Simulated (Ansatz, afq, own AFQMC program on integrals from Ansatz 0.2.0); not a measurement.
H2O, triplet in cc-pVTZ, levels against CCSDT(Q)

```yaml
atoms:
  - { symbol: H, position_ang: [0.0000, 0.0000, -0.9367] }
  - { symbol: H, position_ang: [0.0000, 0.0000, -0.0927] }
  - { symbol: O, position_ang: [0.0000, 0.0000, 1.0293] }
```

Basis cc-pVTZ. Noble-gas cores (and the filled d shells of Ga–Kr and In–Xe) are frozen. Ansatz 0.2.0 and our own AFQMC program on the same integrals; the CISD trial comes from CCSD amplitudes, and released means the phaseless constraint is let go. Uncertainties: one standard error, sampling alone.

Determinant: UHF, the one that the program's search chose, which needn't be the lowest solution. The geometry is a point of a scan.

No full CI on the walks' own integrals is used here; CCSDT(Q) serves as the reference and is uncertain by about the last step of the cluster series.

Cautions: lower spins were not checked.

```
T1 diagnostic                               : 0.0185
weight of the determinant in the CISD state : 0.934
⟨S²⟩ of the determinant                     : 2.042
size of the correlated space                : 8 electrons in 57 orbitals
```

```tsv
level	correlation energy (eV)
MP2	-5.5247
CCSD	-6.1174
CCSD(T)	-6.2713
```

Problem. Estimate where phaseless AFQMC with a CISD trial lies against CCSD(T) on the same integrals.

Solution. 0.6 ± 0.2 kJ/mol below CCSD(T).

Reference: CCSDT(Q), correlation energy -6.290 eV. The released energy is read at 2.40 1/Eh (meV from the phaseless value at times in 1/Eh: -8 ± 3 at 0.24, -10.3 ± 1.8 at 0.51, -13.7 ± 1.7 at 0.99, -10 ± 3 at 1.62, -13 ± 4 at 2.40).

```csv
level,E − E(reference) (kJ/mol),share of correlation (%)
CCSD(T),1.8,99.70
CCSDT,0.6,99.90
ph-AFQMC/HF,11.6 ± 1.9,98.09
ph-AFQMC/CISD,1.3 ± 0.2,99.79
released AFQMC,0.1 ± 0.4,99.99
```

A walk keeps the symmetry of its determinant, which the program's search chose and which needn't be the lowest solution, so a lower state of the same spin and another symmetry isn't excluded. Released energies are given only where the last usable release times agree within the noise; a slower fall can still hide under it.
